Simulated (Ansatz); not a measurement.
Which is lower?

Two isomers of C2HO (charge +1), singlet, relaxed at PBE0-D4/def2-TZVP (vibrations not checked).

A:

C1  (1.041, -0.374, 0.532)
C2  (-0.068, 0.284, -0.136)
O3  (-0.251, -0.899, 0.258)
H4  (-0.722, 0.989, -0.654)
(Å)

B:

```xyz
4
angstrom
C 0.7719 -0.1696 0.2928
C -0.4041 0.3700 -0.2176
O -1.2148 1.0311 -0.6357
H 0.8470 -1.2315 0.5604
```

Ansatz 0.2.0; basis: def2-TZVPP; cores frozen in the correlated methods. B3LYP uses VWN-RPA correlation.

Task: Which structure is lower at CCSD(T), and by how much? (Judge from chemistry; the value comes from the calculation.)

Result: The calculation gives: B, by 19.82 kcal/mol (electronic energy, against the other). By their contacts, A is C₂HO ([C]1[CH][O]1), total charge +1 and B is C₂HO ([CH][C][O]), total charge +1.

All methods give the same order:

```csv
method,E(B) − E(A) (kcal/mol)
PBE-D4,-21.38
r2SCAN-D4,-21.99
PBE0-D4,-18.96
B3LYP-D4,-23.93
wB97M-V,-17.73
HF,-21.49
MP2,-20.10
CCSD,-19.71
CCSD(T),-19.82
```

The T1 diagnostic stays at or below 0.022. The restricted Hartree–Fock reference is unstable towards an unrestricted one at one or more of these structures.

Labels in which every atom is bracketed show which atoms are joined, not bond orders.
